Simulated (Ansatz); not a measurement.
tetrafluoromethane (CF4), SMILES FC(F)(F)F.

Coordinates come from a B3LYP-D3(BJ)/def2-SVP optimisation.

Two levels are set side by side: PBE/def2-SVPD (Ansatz, an electronic-structure program) and PBE0/def2-SVPD (Ansatz). Energy differences of separate SCF runs at the same geometry; the states with an electron removed or added have multiplicity 2 and 2. Differences are taken from unrounded values.

```
quantity                            PBE0    PBE  PBE minus PBE0
---------------------------------  -----  -----  --------------
vertical ionisation energy (eV)    15.70  14.67           -1.03
vertical singlet–triplet gap (eV)  12.36  11.12           -1.24
```
